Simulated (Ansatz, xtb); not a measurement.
## Relative energy of two isomers of C4H7FS

We compare I, `F[C@H]1C[C@@H](S)C1`, a singlet, with II, `F[C@@H]1CC[C@H]1S`, a singlet. Both are isolated molecules in the gas phase, relaxed with r2SCAN-D4/def2-SVP; the shapes shown needn't be the lowest conformers.

I (Å):

```yaml
atoms:
  - { symbol: C, position_ang: [0.2511, -1.6373, 1.8006] }
  - { symbol: C, position_ang: [-0.7346, -0.9592, 0.8382] }
  - { symbol: C, position_ang: [0.1403, 0.3100, 0.9623] }
  - { symbol: C, position_ang: [0.7179, -0.2555, 2.2807] }
  - { symbol: F, position_ang: [-0.2972, -2.4619, 2.7551] }
  - { symbol: S, position_ang: [-0.5988, 1.9646, 0.8993] }
  - { symbol: H, position_ang: [1.0441, -2.1997, 1.2765] }
  - { symbol: H, position_ang: [-1.6980, -0.8199, 1.3550] }
  - { symbol: H, position_ang: [-0.9098, -1.3910, -0.1585] }
  - { symbol: H, position_ang: [0.9118, 0.3311, 0.1751] }
  - { symbol: H, position_ang: [-1.4891, 1.7581, 1.8966] }
  - { symbol: H, position_ang: [1.7802, -0.0878, 2.5130] }
  - { symbol: H, position_ang: [0.0991, 0.0507, 3.1398] }
```

II (Å):

```yaml
atoms:
  - { symbol: C, position_ang: [-0.2500, -0.5121, 0.9328] }
  - { symbol: C, position_ang: [-0.7701, 0.4744, 1.9853] }
  - { symbol: C, position_ang: [0.6065, 1.1784, 1.8975] }
  - { symbol: C, position_ang: [0.7803, 0.5406, 0.5003] }
  - { symbol: F, position_ang: [-1.1323, -0.9446, -0.0259] }
  - { symbol: S, position_ang: [2.4704, 0.0719, 0.0280] }
  - { symbol: H, position_ang: [0.2435, -1.3926, 1.3822] }
  - { symbol: H, position_ang: [-1.5666, 1.0963, 1.5473] }
  - { symbol: H, position_ang: [-1.1049, 0.0770, 2.9550] }
  - { symbol: H, position_ang: [1.3252, 0.7562, 2.6183] }
  - { symbol: H, position_ang: [0.6418, 2.2753, 1.9582] }
  - { symbol: H, position_ang: [0.3270, 1.1850, -0.2713] }
  - { symbol: H, position_ang: [2.1653, -0.3711, -1.2122] }
```

Question: Estimate which is lower in electronic energy at CCSD(T)/def2-SVP + ΔMP2/def2-TZVPP, and by roughly how much.

Answer: CCSD(T)/def2-SVP + ΔMP2/def2-TZVPP gives E(II) − E(I) = −1.16 kJ/mol, slightly favouring structure II, which is too small a margin to settle the true order.

The same difference at several levels:

```
                             level            geometry  E(II) − E(I) (kJ/mol)  departure from the last row (kJ/mol)  job, with rough time for the two
                r2SCAN-D4/def2-SVP  r2SCAN-D4/def2-SVP                   −0.80                                 +0.36             optimisation, 2.2 min
                       HF/def2-SVP  r2SCAN-D4/def2-SVP                   −1.93                                 −0.77           part of the CCSD(T) run
                      MP2/def2-SVP  r2SCAN-D4/def2-SVP                   −1.57                                 −0.41           part of the CCSD(T) run
                  CCSD(T)/def2-SVP  r2SCAN-D4/def2-SVP                   −1.39                                 −0.23                      single point
CCSD(T)/def2-SVP + ΔMP2/def2-TZVPP  r2SCAN-D4/def2-SVP                   −1.16                                                   single point, 2.5 min
```

As drawn, both hold the same kinds of bond in the same numbers.

The largest departure from CCSD(T)/def2-SVP + ΔMP2/def2-TZVPP is that of HF/def2-SVP, 0.77 kJ/mol. Levels run at GFN2-xTB geometries aren't shown. The last row adds to CCSD(T) the change of the MP2 difference between the two basis sets, here +0.23 kJ/mol.

With thermal terms from frequencies at re-optimised GFN2-xTB minima (ideal gas, soft modes damped towards free rotors, one conformer each, 298.15 K, 1 atm): on the last row, ΔE + ΔZPE = −1.59, ΔH = −1.11, ΔG = −2.30 kJ/mol.

The correlated steps freeze 10 core orbitals. Codes used: Ansatz 0.2.0, xtb 6.7.1; the last row on 2 threads of AMD EPYC (Zen 3) on a shared host.
